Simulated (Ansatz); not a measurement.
Geometry optimisation, RKS PBE0-D4/def2-SVP in Ansatz 0.2.0.

input.yaml

```yaml
crystal:
  periodic: [false, false, false]
  atoms:
    - { symbol: B, position_ang: [-0.002869, 0.251767, 0.069369] }
    - { symbol: F, position_ang: [-0.007663, 0.558611, 1.355729] }
    - { symbol: H, position_ang: [1.063391, 0.182578, -0.494097] }
    - { symbol: H, position_ang: [-1.066188, 0.112907, -0.486195] }
    - { symbol: H, position_ang: [0.070139, -2.066409, 0.652133] }
    - { symbol: H, position_ang: [0.054591, -1.565353, 1.167261] }
basis:
  gaussian: { orbitals: def2-SVP }
hamiltonian:
  xc: pbe0
  dispersion: d4
relax:
  f_tol: 0.03
  max_steps: 50
output:
  orbitals: {}
```

Run as:

```bash
$ ansatz run input.yaml --threads 1 --pin off --max-ram 2048MiB --backend cpu --events-out ev --progress --plain --runs-dir out
```

**Question.** Where does it end, and by what steps?

**Answer.** The run converged. After 6 steps the energy has fallen by 0.129 eV; H6 moved furthest, 0.50 Å.

```json
{"step": "0", "energy less start (eV)": "0.0000", "largest force component (eV/Å)": "1.258", "accepted": "yes"}
{"step": "1", "energy less start (eV)": "-0.0694", "largest force component (eV/Å)": "0.985", "accepted": "yes"}
{"step": "2", "energy less start (eV)": "-0.1181", "largest force component (eV/Å)": "0.294", "accepted": "yes"}
{"step": "3", "energy less start (eV)": "-0.1234", "largest force component (eV/Å)": "0.275", "accepted": "yes"}
{"step": "4", "energy less start (eV)": "-0.1274", "largest force component (eV/Å)": "0.238", "accepted": "yes"}
{"step": "5", "energy less start (eV)": "-0.1286", "largest force component (eV/Å)": "0.083", "accepted": "yes"}
{"step": "6", "energy less start (eV)": "-0.1290", "largest force component (eV/Å)": "0.006", "accepted": "yes"}
```

```xyz
6
Properties=species:S:1:pos:R:3
B -0.009 0.450 0.025
F -0.019 0.904 1.262
H 1.064 0.296 -0.511
H -1.074 0.230 -0.504
H 0.080 -2.372 0.655
H 0.071 -2.034 1.337
```

Whether the end is a true minimum wasn't checked by a vibrational analysis.

Time of the run: 5.8 s on 1 thread of AMD EPYC 7R43 64-Core Processor (Zen 3), with other jobs on the host, peak memory 0.12 GiB.
